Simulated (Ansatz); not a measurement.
BGeH₃ (H-bridged), singlet: the ladder up to RCCSDTQ

Geometry: a PBE0/def2-TZVP stationary point for this spin, not checked as a minimum.

```xyz
5

Ge   -0.0022    0.0000    0.3187
B    -0.0666    0.0000   -1.6292
H     1.1607    0.0000   -1.0289
H    -0.1421   -1.0387   -2.2309
H    -0.1421    1.0387   -2.2309
```

Basis cc-pVDZ; Ansatz 0.2.0. Only valence electrons are correlated (noble-gas cores and the filled d shells of p-block atoms frozen), which leaves 10 electrons in 41 orbitals. R marks a restricted (for open shells ROHF) determinant. Active spaces: valence = (10e, 11o) chosen from the atoms' valence shells. No spin–orbit coupling is included, and no scalar relativity.

Full CI isn't at hand for all of this; RCCSDTQ serves as the reference, and is uncertain by about the last step of the cluster series.

The UHF ⟨S²⟩ is 0.161 and the T1 diagnostic (RCCSD) is 0.0163. The largest doubles amplitude (RCCSD) is 0.063.

Task: From what is known of these methods and the diagnostics, rank them by the size of their error in total energy against RCCSDTQ in cc-pVDZ, smallest first (an estimate: the text doesn't fix the numbers).
A. RMP2
B. CASSCF (valence space)
C. RHF
D. RCCSDT
E. BCCD(T)

Result: D (1.1 kJ/mol), E (3.7 kJ/mol), A (116.1 kJ/mol), B (326.5 kJ/mol), C (579.4 kJ/mol).

All errors are against RCCSDTQ in cc-pVDZ. Within each family the higher level lies nearer, as is usual though not guaranteed.

Natural occupations of CASSCF (valence space) about the gap: 1.982 1.976 1.976 1.951 1.933 0.055 0.045 0.023 0.020 0.020; effectively unpaired electrons, Σ n²(2−n)², 0.06.

Atomization energy (electronic, same basis, no zero-point term; atoms at the same level, unrestricted beside the R rows where the molecule is a closed shell, but restricted open-shell past Ca, as are all atoms' steps beyond CCSDT(Q)) at RCCSDTQ: 1242.3 kJ/mol. Errors of other levels:

```json
{"level": "RHF", "error (kJ/mol)": "-263.9"}
{"level": "RMP2", "error (kJ/mol)": "-9.6"}
{"level": "CISD", "error (kJ/mol)": "-59.5"}
{"level": "RCCSD", "error (kJ/mol)": "-16.0"}
{"level": "RCCSD(T)", "error (kJ/mol)": "-2.1"}
{"level": "BCCD(T)", "error (kJ/mol)": "-1.9"}
{"level": "RCCSDT", "error (kJ/mol)": "-1.0"}
{"level": "RCCSDT(Q)", "error (kJ/mol)": "0.0"}
{"level": "CASSCF (valence space)", "error (kJ/mol)": "-122.5"}
{"level": "NEVPT2 (valence space)", "error (kJ/mol)": "-34.5"}
{"level": "MRCISD (valence space)", "error (kJ/mol)": "-19.5"}
{"level": "MRCISD+Q (valence space)", "error (kJ/mol)": "-7.5"}
```

This basis is far from its limit, so the value isn't to be set against a measured one. Truncated CI isn't size-consistent, which counts against it in atomization.
